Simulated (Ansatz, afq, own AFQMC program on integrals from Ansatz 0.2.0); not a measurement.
# Where AFQMC and coupled cluster stand for Cl, doublet

A free Cl atom.

Basis aug-cc-pVDZ. Noble-gas cores (and the filled d shells of Ga–Kr and In–Xe) are frozen. Ansatz 0.2.0 and our own AFQMC program on the same integrals; the CISD trial comes from CCSD amplitudes, and released means the phaseless constraint is let go. Free projection: walkers drawn from exp(T), propagated without any constraint. Its projection time is finite, and what remains of the start isn't in its error. Uncertainties: one standard error, sampling alone.

Determinant: UHF, the one that the program's search chose, which needn't be the lowest solution.

Full CI on the same integrals is exact in this basis and with this determinant's frozen core.

The T1 diagnostic is 0.0068, the weight of the determinant in the CISD state is 0.941 and the ⟨S²⟩ of the determinant is 0.757. The size of the correlated space is 7 electrons in 22 orbitals.

```csv
level,correlation energy (eV)
MP2,-3.2482
CCSD,-3.7320
CCSD(T),-3.7943
```

(1) Estimate where AFQMC with the constraint released lies against CCSD(T) on the same integrals.

(1) 1.3 ± 0.1 kJ/mol below CCSD(T).

Reference: full CI, correlation energy -3.809 eV. The released energy is read at 1.50 1/Eh (meV from the phaseless value at times in 1/Eh: -0.4 ± 1.1 at 0.24, -2.1 ± 1.3 at 0.50, -3.5 ± 0.7 at 1.00, -3.4 ± 1.2 at 1.50).

| level | E − E(reference) (kJ/mol) | share of correlation (%) |
| --- | --- | --- |
| CCSD(T) | 1.5 | 99.60 |
| CCSDT | 0.5 | 99.85 |
| CCSDT(Q) | 0.1 | 99.98 |
| CCSDTQ | 0.0 | 100.00 |
| ph-AFQMC/HF | 6.0 ± 1.2 | 98.38 |
| ph-AFQMC/CISD | 0.5 ± 0.1 | 99.87 |
| released AFQMC | 0.1 ± 0.1 | 99.96 |
| free AFQMC | -0.1 ± 0.1 | 100.02 |

CCSDT and higher add their correlation energy to the determinant of the CCSD(T) run, since their own runs factorise the integrals more tightly (a shift of under 2 meV). Free projections are given only where their last times agree within the noise and don't stop above the reference; a slow remainder of the start can still hide under it. A walk keeps the symmetry of its determinant, which the program's search chose and which needn't be the lowest solution, so a lower state of the same spin and another symmetry isn't excluded. Released energies are given only where the last usable release times agree within the noise; a slower fall can still hide under it.
